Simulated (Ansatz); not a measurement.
Relaxation of CH2NS (5 atoms, charge 0, multiplicity 2), to a largest force component of 0.03 eV/Å in at most 50 steps.

These are results of UKS PBE0-D4/def2-SVP in Ansatz, not measurements.

```xyz
5
Properties=species:S:1:pos:R:3
H -0.233 -0.975 0.846
S 0.807 -0.133 1.046
C -0.545 0.800 -0.706
N -1.561 1.007 -1.242
H 1.532 -0.700 0.056
```

Problem. Where does it end, and by what steps?

Solution. The run converged. The force dipped under the threshold on the way, but the program's further checks kept it going. After 8 steps the energy has fallen by 0.032 eV; H1 moved furthest, 0.21 Å.

```tsv
step	energy less start (eV)	largest force component (eV/Å)	accepted
0	0.0000	0.217	yes
1	-0.0263	0.336	yes
2	-0.0308	0.066	yes
3	-0.0311	0.006	yes
4	-0.0312	0.021	yes
5	-0.0276	0.870	no
6	-0.0314	0.040	yes
7	-0.0223	1.297	no
8	-0.0319	0.008	yes
```

```xyz
5
Properties=species:S:1:pos:R:3
H -0.155 -1.113 0.977
S 0.758 -0.118 1.022
C -0.548 0.805 -0.803
N -1.579 1.107 -1.259
H 1.524 -0.681 0.063
```

Whether the end is a true minimum wasn't checked by a vibrational analysis.

The run took 22 s on 1 thread of Intel(R) Xeon(R) Processor @ 2.70GHz (shared host), peak memory 0.15 GiB.
